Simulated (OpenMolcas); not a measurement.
# One shape, several levels: H3O+ (oxonium)

Aim: a comparison of 6 runs (M06-2X/STO-3G, PBE/STO-3G, SVWN5/STO-3G, UPBE/STO-3G, MP2/STO-3G, ACPF/STO-3G) of H3O+ (oxonium). 

Program for the calculation: OpenMolcas 26.06.

### 1 The molecule

H3O+: 4 atoms, total charge +1, spin state singlet. As SMILES, `[OH3+]`. The O1–H2 distance was set to 1.721 Å, away from the relaxed value. At this shape a bond of the SMILES string is far longer than usual.

Bond lengths: O1–H3 0.983 Å, O1–H4 0.984 Å. Angles: H3–O1–H4 112.0°.

### 2 The energy at M06-2X/STO-3G (run 1)

The input, mol.input:

```
* H3O Kohn-Sham DFT

&GATEWAY
 BasLib=$CurrDir
 BasisSet
 O.STO-3G....
 O1 0.182415 -0.796368 -0.111928 angstrom
 End of Basis
 BasisSet
 H.STO-3G....
 H2 0.214230 0.919440 0.016470 angstrom
 H3 -0.427045 -1.101968 -0.820708 angstrom
 H4 -0.010505 -1.227148 0.751092 angstrom
 End of Basis

&SEWARD
 GridInput
 Grid=UltraFine
 End of Grid

&SCF
 Charge=1
 KSDFT=M062X
 Thresholds=1e-10 1e-07 1e-07 1e-05
 PrOrbitals=1 1
```

The basis set STO-3G is read from a file made from the Basis Set Exchange's data (not shown).

Started as:

```sh
$ export MOLCAS_MEM=1860
$ pymolcas mol.input > mol.log
```

The program printed:

```text
--- Start Module: gateway ---
[...]
--- Stop Module: gateway /rc=_RC_ALL_IS_WELL_ ---
--- Start Module: seward ---
[...]
      Basis functions            8
--- Stop Module: seward /rc=_RC_ALL_IS_WELL_ ---
--- Start Module: scf ---
[...]
       Convergence after  14 Iterations
[...]
::    Total KS-DFT energy                             -75.5262914433
[...]
      Total spin, S                                     0.0000000000
[...]
      Total electronic charge=   10.000000
      Total            charge=    1.000000
[...]
      Dipole Moment (debye):
      Origin of the operator (angstrom)=    0.1416   -0.7445   -0.0970
                   X= -1.5976E+00               Y=  2.4894E+00               Z=  6.2233E-01           Total=  3.0227E+00
      Center of Charge (angstrom)
[...]
--- Stop Module: scf /rc=_RC_ALL_IS_WELL_ ---
[...]
```

It took 3.6 s on 1 thread of AMD EPYC 9R45 (Zen 5), shared host; peak memory 0.37 GiB.

### 3 A single-point energy at PBE/STO-3G (run 2)

The input, mol.input:

```
* H3O Kohn-Sham DFT
&gateway
baslib=$CurrDir
basisset
O.STO-3G....
O1 0.182415 -0.796368 -0.111928 angstrom
End of Basis
basisset
H.STO-3G....
H2 0.214230 0.919440 0.016470 angstrom
H3 -0.427045 -1.101968 -0.820708 angstrom
H4 -0.010505 -1.227148 0.751092 angstrom
End of Basis
&seward
gridinput
Grid=UltraFine
End of Grid
&scf
charge=1
ksdft=PBE
thresholds=1e-10 1e-07 1e-07 1e-05
prorbitals=1 1
```

The basis set STO-3G is read from a file made from the Basis Set Exchange's data (not shown).

Started as:

```sh
$ export MOLCAS_MEM=1860
$ pymolcas mol.input > mol.log
```

The program printed:

```text
--- Start Module: gateway ---
[...]
--- Stop Module: gateway /rc=_RC_ALL_IS_WELL_ ---
--- Start Module: seward ---
[...]
      Basis functions            8
--- Stop Module: seward /rc=_RC_ALL_IS_WELL_ ---
--- Start Module: scf ---
[...]
       Convergence after  17 Iterations
[...]
::    Total KS-DFT energy                             -75.4670152804
[...]
      Total spin, S                                     0.0000000000
[...]
      Total electronic charge=   10.000000
      Total            charge=    1.000000
[...]
      Dipole Moment (debye):
      Origin of the operator (angstrom)=    0.1416   -0.7445   -0.0970
                   X= -1.6082E+00               Y=  2.0273E+00               Z=  5.8828E-01           Total=  2.6538E+00
      Center of Charge (angstrom)
[...]
--- Stop Module: scf /rc=_RC_ALL_IS_WELL_ ---
[...]
```

Run time: 3.3 s. Hardware: 1 thread of AMD EPYC 9R45 (Zen 5), shared host; peak memory 0.37 GiB.

### 4 A single-point energy at SVWN5/STO-3G (run 3)

The input, mol.inp:

```
&gateway
 baslib = $CurrDir
 basisset
 O.STO-3G....
 O1 0.182415 -0.796368 -0.111928 angstrom
 End of Basis
 basisset
 H.STO-3G....
 H2 0.214230 0.919440 0.016470 angstrom
 H3 -0.427045 -1.101968 -0.820708 angstrom
 H4 -0.010505 -1.227148 0.751092 angstrom
 End of Basis

&seward
 gridinput
 Grid=UltraFine
 End of Grid

&scf
 charge = 1
 ksdft = SVWN5
 thresholds = 1e-10 1e-07 1e-07 1e-05
 prorbitals = 1 1
```

The basis set STO-3G is read from a file made from the Basis Set Exchange's data (not shown).

Started as:

```sh
$ export MOLCAS_MEM=1860
$ pymolcas mol.inp > mol.log
```

The program printed:

```text
--- Start Module: gateway ---
[...]
--- Stop Module: gateway /rc=_RC_ALL_IS_WELL_ ---
--- Start Module: seward ---
[...]
      Basis functions            8
--- Stop Module: seward /rc=_RC_ALL_IS_WELL_ ---
--- Start Module: scf ---
[...]
       Convergence after  16 Iterations
[...]
::    Total KS-DFT energy                             -74.9723023019
[...]
      Total spin, S                                     0.0000000000
[...]
      Total electronic charge=   10.000000
      Total            charge=    1.000000
[...]
      Dipole Moment (debye):
      Origin of the operator (angstrom)=    0.1416   -0.7445   -0.0970
                   X= -1.6334E+00               Y=  2.1174E+00               Z=  6.0217E-01           Total=  2.7412E+00
      Center of Charge (angstrom)
[...]
--- Stop Module: scf /rc=_RC_ALL_IS_WELL_ ---
[...]
```

Run time: 2.7 s. Hardware: 1 thread of AMD EPYC 9R45 (Zen 5), shared host; peak memory 0.37 GiB.

Runs 4 to 5 aren't shown in full; the table further down has their settings and results.

### 5 A single-point energy at ACPF/STO-3G (run 6)

The input, mol.inp:

```
&gateway
 baslib=$CurrDir
 basisset
 O.STO-3G....
 O1 0.182415 -0.796368 -0.111928 angstrom
 End of Basis
 basisset
 H.STO-3G....
 H2 0.214230 0.919440 0.016470 angstrom
 H3 -0.427045 -1.101968 -0.820708 angstrom
 H4 -0.010505 -1.227148 0.751092 angstrom
 End of Basis

&seward

&scf
 charge=1
 thresholds=1e-10 1e-07 1e-07 1e-05
 prorbitals=1 1

&motra
 frozen=1

&guga
 electrons=8
 spin=1
 inactive=4
 active=0
 ciall=1

&cpf
 acpf
```

The basis set STO-3G is read from a file made from the Basis Set Exchange's data (not shown).

Started as:

```sh
$ export MOLCAS_MEM=1860
$ pymolcas mol.inp > mol.log
```

The program printed:

```text
--- Start Module: gateway ---
[...]
--- Stop Module: gateway /rc=_RC_ALL_IS_WELL_ ---
[...]
      Basis functions            8
[...]
       Convergence after  14 Iterations
[...]
::    Total SCF energy                                -75.1431772925
[...]
      Total spin, S                                     0.0000000000
[...]
      *** WARNING: Default frozen orbitals is overwritten by user input.
      *** Default values:   1
[...]
--- Start Module: guga ---
[...]
--- Stop Module: guga /rc=_RC_ALL_IS_WELL_ ---
--- Start Module: cpf ---
[...]
      Active orbitals                            0       0
[...]
      Spin quantum number                      0.0
[...]
     FINAL ACPF ENERGY         -75.24934379
     FINAL CORRELATION ENERGY   -0.10616650  REFERENCE ENERGY     -75.14317729
[...]
      Title:  ACPF natural orbitals
[...]
      Total electronic charge=   10.000000
      Total            charge=    1.000000
[...]
      Dipole Moment (debye):
      Origin of the operator (angstrom)=    0.1416   -0.7445   -0.0970
                   X= -1.7437E+00               Y=  3.0632E-01               Z=  4.8698E-01           Total=  1.8362E+00
      Quadrupole Moment (debye*angstrom):
[...]
--- Stop Module: cpf /rc=_RC_ALL_IS_WELL_ ---
[...]
```

Wall time 1.4 s (1 thread of AMD EPYC 9R45 (Zen 5), shared host); peak memory 0.37 GiB.

### 6 The series

```
run          level  scramble  integration grid  energy (Eh)  HOMO energy (eV)  LUMO energy (eV)  HOMO–LUMO gap (eV)  wall time
  1  M06-2X/STO-3G         –         UltraFine   -75.526291            -18.21             -9.17                9.05      3.6 s
  2     PBE/STO-3G         –         UltraFine   -75.467015            -14.55            -11.67                2.88      3.3 s
  3   SVWN5/STO-3G         –         UltraFine   -74.972302            -14.21            -11.29                2.92      2.7 s
  4    UPBE/STO-3G      0.25         UltraFine   -75.467015            -14.55            -11.67                2.88      4.5 s
  5     MP2/STO-3G         –                 –   -75.215287            -21.21             -6.24               14.97      1.5 s
  6    ACPF/STO-3G         –                 –   -75.249344            -21.21             -6.24               14.97      1.4 s
```

### 7 Results

| quantity | value |
| --- | --- |
| run 6: total energy | -75.24934 Eh |
| run 6: HOMO energy (Hartree–Fock orbitals) | -21.21 eV |
| run 6: LUMO energy (Hartree–Fock orbitals) | -6.24 eV |
| run 6: HOMO–LUMO gap (Hartree–Fock orbitals) | 14.97 eV |
| run 6: correlation energy (1 core orbital frozen) | -106.2 mEh |

What this shows: Over runs 1, 2, 3, 4 the HOMO–LUMO gap runs from 2.88 eV (PBE/STO-3G) to 9.05 eV (M06-2X/STO-3G). Totals of different functionals can't be ranked against each other. In runs 1, 2, 3, 4, 5, 6 the basis is minimal, so the values are rough. All runs together took 17 s, the longest 4.5 s.
